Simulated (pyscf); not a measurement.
Structures and frequencies: ωB97X-D3(BJ)/def2-SVP in PySCF.

Question: For the elementary gas-phase step HO–SiH•–F (SMILES O[SiH]F) + H₂ (SMILES [H][H]) -> HO–SiH₂–F (SMILES O[SiH2]F) + H• (SMILES [H]) (doublet surface; H–H broken, H–Si formed), what barrier and reaction energy does ωB97M-D3(BJ)/def2-TZVP give, measured from the separated reactants?

Answer: ΔE‡ = 14.5 kcal/mol, ΔE = +7.7 kcal/mol. Zero-point energy shifts the barrier by -1.2 kcal/mol. It is a hydrogen abstraction, with an imaginary mode of 1206i cm⁻¹. This is the saddle that the search found; another between the same sides may lie lower. The angle at the transferred H is 176°.
